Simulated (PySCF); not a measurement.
**A PySCF run on LiP**

State: ³Σ⁻ (triplet), unpaired electrons π ↑↑.

An equivalent input (the run itself took its basis sets from the Basis Set Exchange, started from a PBE0 density and held the occupation σ 6α 6β, πx 2α 1β, πy 2α 1β):

```python
from pyscf import gto, scf, cc
mol = gto.M(atom='Li 0 0 0; P 0 0 2.327', basis={'Li': 'def2-TZVP', 'P': 'def2-TZVP'},
            charge=0, spin=2, verbose=4, symmetry='C2v')
mf = scf.UHF(mol)
mf.irrep_nelec = {'A1': (6, 6), 'B1': (2, 1), 'B2': (2, 1)}
mf.conv_tol = 1e-9
mf.max_cycle = 60
mf.diis_space = 10
mf.kernel()
mycc = cc.CCSD(mf, frozen=[[0, 1, 2, 3, 4], [0, 1, 2, 3, 4]])
mycc.run(conv_tol=1e-7, conv_tol_normt=1e-5, max_cycle=80, diis_space=8)
et = mycc.ccsd_t()
```

The SCF ended at -348.16852353 hartree. The coupled-cluster part of the log:

```
******** <class 'pyscf.cc.uccsd.UCCSD'> ********
CC2 = 0
CCSD nocc = (5, 3), nmo = (46, 46)
frozen orbitals [[0, 1, 2, 3, 4], [0, 1, 2, 3, 4]]
max_cycle = 80
direct = 0
conv_tol = 1e-07
conv_tol_normt = 1e-05
diis_space = 8
diis_start_cycle = 0
diis_start_energy_diff = 1e+09
Init t2, MP2 energy = -0.136853491777914
Init E_corr(UCCSD) = -0.136853491780794
cycle = 1  E_corr(UCCSD) = -0.156716171390572  dE = -0.0198626796  norm(t1,t2) = 0.0532572
cycle = 2  E_corr(UCCSD) = -0.161048027425999  dE = -0.00433185604  norm(t1,t2) = 0.0191892
cycle = 3  E_corr(UCCSD) = -0.163055822099628  dE = -0.00200779467  norm(t1,t2) = 0.0093402
cycle = 4  E_corr(UCCSD) = -0.163165022800158  dE = -0.000109200701  norm(t1,t2) = 0.00301737
cycle = 5  E_corr(UCCSD) = -0.163072910257952  dE = 9.21125422e-05  norm(t1,t2) = 0.00188225
cycle = 6  E_corr(UCCSD) = -0.163090388200347  dE = -1.74779424e-05  norm(t1,t2) = 0.000821751
cycle = 7  E_corr(UCCSD) = -0.163094561772042  dE = -4.17357169e-06  norm(t1,t2) = 0.000280312
cycle = 8  E_corr(UCCSD) = -0.163091694864293  dE = 2.86690775e-06  norm(t1,t2) = 0.000133428
cycle = 9  E_corr(UCCSD) = -0.163092299127644  dE = -6.04263351e-07  norm(t1,t2) = 4.91434e-05
cycle = 10  E_corr(UCCSD) = -0.163092269886541  dE = 2.92411025e-08  norm(t1,t2) = 2.3853e-05
cycle = 11  E_corr(UCCSD) = -0.163092254452437  dE = 1.54341042e-08  norm(t1,t2) = 1.34856e-05
cycle = 12  E_corr(UCCSD) = -0.163092284071386  dE = -2.96189492e-08  norm(t1,t2) = 6.79162e-06
UCCSD converged
E(UCCSD) = -348.3316158172675  E_corr = -0.1630922840713863
UCCSD(T) correction = -0.00535024994362449
```

T1 diagnostic 0.013, D1 0.039, 8 electrons correlated.

Repeating this along the bond gives Re = 2.336 Å and ωe = 488 cm⁻¹.

A point of this curve took 1.9 CPU seconds beside 0.051 for the integrals, on Intel Xeon Platinum 8488C (shared host).

Correlated steps freeze 5 core orbitals. The state was picked by a PBE0 search and need not be the measured ground state.
